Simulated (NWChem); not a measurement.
CH$_{2}$ cation, doublet

```xyz
3

C     -0.0937    -0.0172     0.0000
H      0.2658     0.0487    -1.0358
H      0.2658     0.0487     1.0358
```
Atoms are numbered in this order, from 1.

Results from NWChem. Spin-unrestricted. Coordinates come from a PBE0-D3(BJ)/def2-TZVP, spin-unrestricted optimisation. No stability test was run on the SCF state. B3LYP is NWChem's, with the RPA form of VWN correlation. Level: B3LYP/def2-SVP with SMD (1 M gas to 1 M solution), gas-phase geometry. Reactions with the solvent are ignored.

Estimate the computed values for solvent 1-propanol. Quantities: solvation free energy (kcal/mol); cavity-dispersion-structure term (kcal/mol).

The solvation free energy (kcal/mol) is -80.3 and the cavity-dispersion-structure term (kcal/mol) comes out as 4.0.
